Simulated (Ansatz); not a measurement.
A basis-limit estimate, worked out

The pair of HCl (SMILES Cl, atoms 1–2) and CH3F (SMILES CF, atoms 3–7), both closed shells, in one local arrangement (a lower one may exist), relaxed at PBE0-D4/def2-TZVP:

| atom | x (Å) | y (Å) | z (Å) |
| --- | --- | --- | --- |
| Cl1 | -0.5658 | -0.1862 | -2.7655 |
| H2 | -0.0166 | 0.4113 | -1.7651 |
| C3 | 0.0933 | -0.0924 | 0.9523 |
| F4 | 0.5501 | 0.8441 | 0.0341 |
| H5 | -0.5086 | 0.4242 | 1.7006 |
| H6 | 0.9570 | -0.5675 | 1.4187 |
| H7 | -0.5094 | -0.8334 | 0.4248 |

Both fragments are computed in the basis of the whole pair.

Ansatz 0.2.0; basis: def2-TZVPPD and def2-QZVPPD; cores frozen in the correlated methods.

Energies in eV:

| quantity | pair | first fragment | second fragment |
| --- | --- | --- | --- |
| Hartree–Fock, triple zeta (X = 3) | -16305.20974 | -12519.95243 | -3785.18209 |
| Hartree–Fock, quadruple zeta (X = 4) | -16305.70537 | -12520.28808 | -3785.34162 |
| MP2 correlation, X = 3 | -17.52636 | -5.59543 | -11.85460 |
| MP2 correlation, X = 4 | -18.96147 | -6.09960 | -12.77371 |
| CCSD(T) correlation, X = 3 | -19.11660 | -6.38028 | -12.67133 |

Question: Work out the interaction energy at the basis limit: extrapolate Hartree–Fock as E(X) = E∞ + A exp(−7.88 √X) and the MP2 correlation as E(X) = E∞ + B X^−2.97 (the exponents that Neese and Valeev fitted for def2-TZVPP and QZVPP, reused here for the diffuse sets), then add CCSD(T) − MP2 in triple zeta.

Answer: Each step is linear, so take the differences first (pair − first fragment − second fragment): Hartree–Fock -0.07522 (X = 3) and -0.07567 (X = 4); MP2 correlation -0.07633 and -0.08816; CCSD(T) correlation -0.06499.
Two points give E∞ = E(4) + w [E(4) − E(3)], with w = 1/(exp(7.88 (2 − √3)) − 1) = 0.1377 for Hartree–Fock and w = 1/((4/3)^2.97 − 1) = 0.7407 for the correlation.
Hartree–Fock: -0.07567 + 0.1377 × (-0.00045) = -0.0757 eV.
MP2 correlation: -0.08816 + 0.7407 × (-0.01183) = -0.0969 eV.
CCSD(T) − MP2: -0.06499 − (-0.07633) = 0.0113 eV.
Sum: -0.0757 + (-0.0969) + 0.0113 = -0.1613 eV, or -3.72 kcal/mol. Plain CCSD(T) in triple zeta gives -0.1402 eV, so the larger basis shifts the result by -0.0211 eV.

T1 diagnostic: at most 0.011.

For scale, one of the runs: CCSD(T)/def2-TZVPPD, 196 basis functions, launched by `ansatz run in.yaml --threads 2 --pin off --events-out ev --progress --plain --max-ram 5222MiB`. Time: 55 s of wall clock on 2 CPU threads of an Arm Neoverse V2; the host was shared. Peak host memory: 2.3 GiB.
